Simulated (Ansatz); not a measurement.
# C₃H₄O₂S: geometry optimisation

The runs use Ansatz 0.2.0; RKS PBE0-D4/def2-SVP.

### Step 1. Where the work starts

10 atoms, charge 0, spin multiplicity 1.

Atoms are counted from 1 here; the program's logs count them from 0.

Bond lengths: C1–C2 1.349 Å, C1–H7 1.098 Å, C1–H8 1.096 Å, C2–O3 1.353 Å, C2–O4 1.372 Å, O3–H9 0.975 Å, O4–C5 1.359 Å, C5–S6 1.626 Å, C5–H10 1.107 Å. Angles: C2–C1–H7 120.9°, C2–C1–H8 119.4°, H7–C1–H8 119.7°, C1–C2–O3 127.6°, C1–C2–O4 119.1°, O3–C2–O4 113.3°, C2–O3–H9 108.3°, C2–O4–C5 122.6°, O4–C5–S6 122.0°, O4–C5–H10 113.5°, S6–C5–H10 124.5°.

Geometry (Å):

```
C    -0.4937   -1.6355    0.4524
C     0.0714   -0.4495    0.1458
O     1.3841   -0.1250    0.1877
O    -0.7305    0.5862   -0.2629
C    -0.2364    1.8091   -0.5897
S    -1.1998    3.0261   -1.0746
H     0.1205   -2.4836    0.7821
H    -1.5803   -1.7513    0.3703
H     1.8842   -0.9082    0.4834
H     0.8636    1.8806   -0.4914
```

### Step 2. Relaxation

Input file input.yaml:

```yaml
crystal:
  periodic: [false, false, false]
  atoms:
    - { symbol: C, position_ang: [-0.493702, -1.635523, 0.452412] }
    - { symbol: C, position_ang: [0.071428, -0.449453, 0.145782] }
    - { symbol: O, position_ang: [1.384112, -0.125048, 0.187657] }
    - { symbol: O, position_ang: [-0.730499, 0.586237, -0.262875] }
    - { symbol: C, position_ang: [-0.23635, 1.809054, -0.589705] }
    - { symbol: S, position_ang: [-1.199817, 3.0261, -1.074594] }
    - { symbol: H, position_ang: [0.120486, -2.483607, 0.782148] }
    - { symbol: H, position_ang: [-1.580313, -1.751298, 0.370266] }
    - { symbol: H, position_ang: [1.884181, -0.90821, 0.483414] }
    - { symbol: H, position_ang: [0.863573, 1.880649, -0.491406] }
basis:
  gaussian: { orbitals: def2-SVP }
hamiltonian:
  xc: pbe0
  dispersion: d4
output:
  forces: true
relax:
  f_tol: 0.003
  max_steps: 120
```

Started as:

```bash
ansatz run input.yaml --threads 1 --pin off --max-ram 2560MiB --backend cpu --events-out ev --progress --plain --runs-dir out
```

Q: Estimate wall time and peak memory on 1 thread of Arm Neoverse V1, shared host.

About 39 s, with a peak of 0.24 GiB.
